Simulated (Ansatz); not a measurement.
Li3⁺. The state is a singlet with charge 1. Geometry r2SCAN/def2-TZVP; atoms count from 1.

```xyz
3

Li    0.687    1.426   -0.773
Li   -1.107    0.182    1.357
Li    0.421   -1.607   -0.584
```

The structure comes from a short search, and lower isomers may exist.

Q: Estimate the Mulliken populations from the PBE0/def2-TZVP orbitals of Ansatz.

A: 
```
atom  charge (e)
 Li1        0.33
 Li2        0.33
 Li3        0.33
```
Mulliken values and Mayer orders depend strongly on the basis.

Q: And the Mayer bond orders between bonded heavy atoms (over 0.3)?

A: Li1–Li2 0.44 (3.05 Å); Li1–Li3 0.44 (3.05 Å); Li2–Li3 0.44 (3.05 Å).
